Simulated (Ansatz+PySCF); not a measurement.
## singlet CH2O: levels of theory in one basis

```json
{"atom": "C", "x (Å)": "0.0000", "y (Å)": "0.0000", "z (Å)": "-0.4810"}
{"atom": "O", "x (Å)": "0.0000", "y (Å)": "0.0000", "z (Å)": "0.6194"}
{"atom": "H", "x (Å)": "0.0000", "y (Å)": "-0.8689", "z (Å)": "-1.0347"}
{"atom": "H", "x (Å)": "0.0000", "y (Å)": "0.8689", "z (Å)": "-1.0347"}
```

Basis set: def2-SVP (spherical functions). Correlated methods keep 2 orbitals frozen. Charge 0, multiplicity 1.

Computed with Ansatz (development build ahead of 0.2.0); each method stands on the lowest determinant of its kind that the runs found. NEVPT2 correlates all electrons. Active spaces start from the frontier orbitals, and the lowest solution found is given.

```tsv
method	E − E(RHF) (eV)	<S²> of the determinant
RHF	0.00	0.00
RHF-MP2	-8.23	–
RHF-CCSD	-8.68	–
RHF-CCSD(T)	-8.90	–
CASSCF(4,3)	-0.85	–
```

Q: What does SC-NEVPT2(4,3) give on the same scale?

A: -8.40 eV. NEVPT2 here correlates all electrons, so it doesn't share the others' frozen core.

Q: Is a single determinant a sound starting point here?

A: By this sign, yes. Unrestricted orbitals gain 0.00 eV and <S²> is 0.00 against 0.00 for a pure state. The CASSCF(4,3) natural occupations are 2.00, 1.94, 0.06.
